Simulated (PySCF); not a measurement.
# dimethyl ether: calculation against experiment

**The experiment to reproduce.**

NIST CCCBDB Release 22 (SRD 101), experimental polarizabilities lists, for the gas: mean polarisability 5.16 Å³.

The results are set against them at the end.

Dimethyl ether, C2H6O.
Numbering: `[CH3:1][O:2][CH3:3]` (hydrogens: H4, H5, H6 on C1; H7, H8, H9 on C3)

Cartesian coordinates in Å at the GFN2-xTB level; atoms count from 1:
```
atom  x, y, z in Å
C1     1.1674    0.0556   -0.0372
O2    -0.0349    0.2563   -0.7330
C3    -1.1683   -0.0275    0.0448
H4     1.2714   -0.9880    0.2874
H5     1.2299    0.7046    0.8460
H6     1.9729    0.3024   -0.7256
H7    -1.1751   -1.0752    0.3728
H8    -2.0353    0.1604   -0.5850
H9    -1.2144    0.6174    0.9319
```

Runs made with PySCF (gas phase, on this GFN2-xTB geometry; no spin–orbit coupling):

```tsv
level	job	basis functions	wall time
CAM-B3LYP/def2-SVPD	8 singlets by full TDDFT, 3 Tamm–Dancoff triplets, polarisability	111	4.8 s
```

Hardware: an Arm Neoverse V2 with one thread, no GPU, shared host.

**Comparison with experiment**

**Mean polarisability.** Measured: 5.16 Å³ (NIST CCCBDB Release 22 (SRD 101), experimental polarizabilities).

```json
{"level": "CAM-B3LYP/def2-SVPD", "computed (Å³)": "4.85", "computed − measured (Å³)": "-0.31", "% (from the printed values)": "-6"}
```

The computed values are static and purely electronic, with core orbitals frozen in the response (1 au = 0.148185 Å³). The table of measured values doesn't say here whether a value is static or optical, or holds a vibrational part.

No measured geometry was used, and the causes of the misses weren't examined.
